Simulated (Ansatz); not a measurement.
# SiN+ (triplet): the correlation ladder, def2-QZVPP

One table from this session's results is given with a row withheld; the runs are named, their logs left out.

Program: Ansatz 0.2.0, Gaussian basis. Level of theory: def2-QZVPP, core rule «outside noble gas», up to 6 orbitals frozen. These are calculated values, not measurements.

Plan: UHF; ROHF; CCSD(T) on UHF.

**The system**

The geometry is a PBE0/def2-TZVP stationary point (not a proven minimum) of the parent state, kept for this charge and spin.

2 atoms, charge 1, spin multiplicity 3.

Atoms are counted from 1 here; the program's logs count them from 0.

Bond lengths: Si1–N2 1.889 Å.

As a file:

```xyz
2
NSi
Si    0.0000    0.0000    0.0000
N     0.0000    0.0000    1.8891
```

Set-up of the first run:

in.yaml reads:

```yaml
crystal:
  periodic: [false, false, false]
  atoms:
    - {symbol: Si, position_ang: [0.000000, 0.000000, 0.000000]}
    - {symbol: N, position_ang: [0.000000, 0.000000, 1.889128]}
basis:
  gaussian: {orbitals: "def2-QZVPP.json"}
total_charge: 1
magnetization: {spin_polarized: true, initial_magnetization: 2}
hamiltonian: {xc: hf}
output: {orbitals: {seedname: orbitals}}
```

Started as:

```sh
$ ansatz run in.yaml --threads 1 --pin off --events-out ev --progress --plain --max-ram 4096MiB --backend cpu
```

Steps of the session up to this table: UHF; ROHF; CCSD(T) on UHF.

One of the session's tables, all rows but one given; the rest of the session is left out.

| method | from UCCSD(T) (kJ/mol) |
| --- | --- |
| ROHF | +649.9 |
| UHF | +633.2 |
| UMP2 | ? |
| UCCSD | +25.4 |
| UCCSD(T) | 0 |

Q: Estimate the row for UMP2 from the others.

As computed: from UCCSD(T) (kJ/mol): +102.3. In the column «from UCCSD(T) (kJ/mol)» it lies between UCCSD (+25.4) and UHF (+633.2).
